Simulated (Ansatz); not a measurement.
# CN: a line through the functionals

The species is CN (2 atoms), meant as a doublet with charge 0. As SMILES, `[C]#N`. The shape is that of a PBE0-D4/def2-TZVP optimisation.

The vertical ionisation energy (to the singlet cation) y, in eV, basis cc-pVTZ; a is the functional's share of exact exchange. Programs: Ansatz 0.2.0.

| functional | program | a | y (eV) |
| --- | --- | --- | --- |
| UBLYP | Ansatz | 0 | 14.61 |
| U-revPBE | Ansatz | 0 | 14.66 |
| UB3LYP | Ansatz | 0.2 | 15.16 |
| UPBE0 | Ansatz | 0.25 | 15.20 |
| U-r2SCAN0 | Ansatz | 0.25 | ? |
| UBHLYP | Ansatz | 0.5 | 15.58 |

Task: Fit y = c + s·a to the known rows and predict U-r2SCAN0.

Result: 
1. Means of the 5 rows: a = 0.1900, y = 15.042.
2. Σ(Δa)² = 0.172, Σ(Δa·Δy) = 0.3321, so the slope is 0.3321/0.172 = 1.9308.
3. Intercept: 15.042 − (1.9308) × 0.1900 = 14.675. The largest residual of the fit is 0.099.
4. U-r2SCAN0: 14.675 + (1.9308) × 0.25 = 15.16 eV.

The run gave 15.52 eV, so the prediction is off by -0.36 eV, more than the scatter of the fit. The rows mix families of semi-local functionals, which the line can't see.
